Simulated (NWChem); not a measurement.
## Total energies of CH2 (+1)

```
C
H 1 1.1199
H 1 1.1199 2 141.48
```
Charge +1, spin multiplicity 2.

Everything below was run with NWChem. The geometry was optimised at UPBE/def2-SVP, a minimum by its harmonic frequencies.

Basis set: cc-pVTZ (58 functions).

```csv
method,total energy (Ha)
UHF,-38.57985
UMP2,-38.67565
UB2PLYP,-38.74748
UPBE,-38.71732
UB3LYP,-38.78568
ULDA (SVWN5),-38.37187
```

Total energies of different functionals aren't comparable as a measure of quality: only differences taken within one method are. 

The correlated methods keep 1 core orbital frozen. B3LYP has NWChem's definition, with VWN1-RPA local correlation. This spin state was chosen for the runs; another may lie lower. The structure started from a generated list of species. The unpaired electrons of the parent sit in orbitals of symmetry a1 (C2v labels of the run); other states weren't searched. The stability of the SCF solutions was not checked. Open-shell Hartree-Fock references start from PBE0 orbitals.
